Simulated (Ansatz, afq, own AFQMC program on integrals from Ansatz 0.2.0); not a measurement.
Integrals from Ansatz 0.2.0, then the random walk in our own AFQMC program (afq).

```yaml
crystal:
  periodic: [false, false, false]
  atoms:
    - {symbol: C, position_ang: [-1.889511, 0.000000, 0.000000]}
    - {symbol: H, position_ang: [-2.252716, 1.027301, 0.000000]}
    - {symbol: H, position_ang: [-2.252716, -0.513650, 0.889668]}
    - {symbol: H, position_ang: [-2.252716, -0.513650, -0.889669]}
    - {symbol: H, position_ang: [-0.645511, 0.000000, 0.000000]}
    - {symbol: S, position_ang: [0.940489, 0.000000, 0.000000]}
basis:
  gaussian: {orbitals: cc-pVTZ}
magnetization: {spin_polarized: true, initial_magnetization: 2}
correlation: {method: ccsd_t, electrons: outside_noble_gas, hamiltonian_folder: ham}
```

```sh
$ ansatz run in.yaml --threads 1 --pin off --events-out ev --progress --plain --max-ram 16896MiB --backend cuda --devices 0, --max-vram 18GiB
```

Options of the walk:

```
--method phaseless --trial hf --walkers 600 --populations 10 --least-time 40 --time-step 0.005 --steps-per-block 20 --equilibration-blocks 112 --max-blocks 4000 --target-error 0.0011 --factor-cut 1e-05 --start spin_pure --seed 8165 --taylor-order 6
```

Times are imaginary, in 1/Eh. The walk had a cap of 94 s. With eight or more populations the least sampling time is a fifth of least-time, and the error comes from their spread.

Log:

```
orbitals 114  electrons 8 6  factors 658 of 664
reference energy -437.67149298 Eh
CCSD correlation -0.37314098 Eh in 10 cycles, weight of the determinant in the CISD state 0.8590
energy of the start -437.672386 Eh
 block  time / (1/Eh)  mean weight  energy / Eh
     1     0.100  1.0025  -437.769140
     2     0.200  1.0024  -437.833875
     3     0.300  1.0030  -437.878750
     4     0.400  1.0028  -437.916507
     5     0.500  1.0019  -437.946508
     7     0.700  1.0012  -437.989401
     9     0.900  0.9996  -438.001947
    17     1.700  0.9997  -438.042999
    49     4.900  1.0004  -438.059725
    81     8.100  0.9991  -438.055976
    97     9.700  0.9985  -438.072014
   113    11.300  0.9988  -438.059804
   145    14.500  1.0004  -438.063447
   177    17.700  0.9992  -438.049109
   209    20.900  0.9983  -438.047945
   241    24.100  1.0004  -438.055975
   273    27.300  1.0006  -438.064824
   305    30.500  0.9987  -438.058798
   337    33.700  0.9996  -438.057467
   369    36.900  0.9994  -438.067485
   401    40.100  1.0003  -438.071761
   433    43.300  1.0002  -438.049415
   465    46.500  0.9995  -438.063521
   497    49.700  1.0022  -438.062028
   529    52.900  1.0001  -438.040645
   561    56.100  0.9991  -438.062894
   593    59.300  1.0001  -438.061754
   625    62.500  0.9995  -438.049498
   641    64.100  0.9994  -438.055247
error from the spread of 10 populations
energy -438.057614 +/- 0.001093 Eh
(rows thinned)
```

The run passed its tests (sampling time, drift between the halves within three errors, error under three times the target), which doesn't prove that it has relaxed.

Against this walk (error 29.7 meV) on the same determinant: CCSD(T) 17.6 meV lower (within the noise), a separate phaseless walk with a CISD trial and standard settings 34.8 ± 30.1 meV lower (within the noise). The error is statistical and leaves out the bias of the constraint. None of these is a sure reference here.

Cautions: constraint bias not in the error; lower spins were not checked.

The walk took 49 s on 1 × NVIDIA H100 80GB HBM3 with 2 threads of AMD EPYC 7R13 Processor (Zen 3) (shared host) (the card was shared). The log's last line is the phaseless energy.

A walk keeps the symmetry of its determinant, which the program's search chose and which needn't be the lowest solution, so a lower state of the same spin and another symmetry isn't excluded.
